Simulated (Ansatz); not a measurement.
We consider litharge SnO, described by revPBE in Ansatz (PAW).

Run with plane-wave cutoff 520 eV, 10×10×8 k mesh (along the axes of the cell as run), Fermi–Dirac smearing 0.01 eV, scalar-relativistic PAW data made under PBE.

Cell (relaxed at this level):

```cif
data_O2Sn2
_chemical_formula_sum 'Sn2 O2'
_space_group_name_H-M_alt 'P4/nmm :1'
_space_group_IT_number 129
_space_group_name_Hall 'P 4ab 2ab -1ab'
_cell_length_a 3.89847
_cell_length_b 3.89847
_cell_length_c 5.38984
_cell_angle_alpha 90.000
_cell_angle_beta 90.000
_cell_angle_gamma 90.000
loop_
_space_group_symop_operation_xyz
  'x, y, z'
  '-y+1/2, x+1/2, z'
  '-x, -y, z'
  'y+1/2, -x+1/2, z'
  'x+1/2, -y+1/2, -z'
  '-y, -x, -z'
  '-x+1/2, y+1/2, -z'
  'y, x, -z'
  '-x+1/2, -y+1/2, -z'
  'y, -x, -z'
  'x+1/2, y+1/2, -z'
  '-y, x, -z'
  '-x, y, z'
  'y+1/2, x+1/2, z'
  'x, -y, z'
  '-y+1/2, -x+1/2, z'
loop_
_atom_site_label
_atom_site_type_symbol
_atom_site_symmetry_multiplicity
_atom_site_Wyckoff_symbol
_atom_site_fract_x
_atom_site_fract_y
_atom_site_fract_z
_atom_site_occupancy
Sn1 Sn 2 c 0.00000 0.50000 0.21587 1
O1 O 2 a 0.00000 0.00000 0.00000 1
```

### Question
Predict the bulk modulus, band gap and smallest direct gap on the k points sampled.

### Answer

bulk modulus: 7.54 GPa
band gap: 1.00 eV
smallest direct gap on the k points sampled: 1.83 eV

Measured, for comparison: bulk modulus 35 ± 1 GPa (temperature not stated, no zero-point or thermal correction, equation of state from high-pressure X-ray diffraction; as tabulated in Giefers, Porsch, Wortmann, Structural study of SnO at high pressure …). Computed (rounded) less measured: bulk modulus -78 %.

Note: for a layered or molecular solid the relaxed cell lies over 5 % above the published volume, where the minimum can be shallow; the cell comes from a level without a dispersion term, which matters for the spacing of layers, chains or molecules; the bulk modulus comes from volumes at which shape and atoms were relaxed.

Spin–orbit coupling is not included.

Static lattice: no zero-point or thermal effects.

It cost around 9 core-minutes (rough) of CPU time.

Ansatz is a first-principles code.
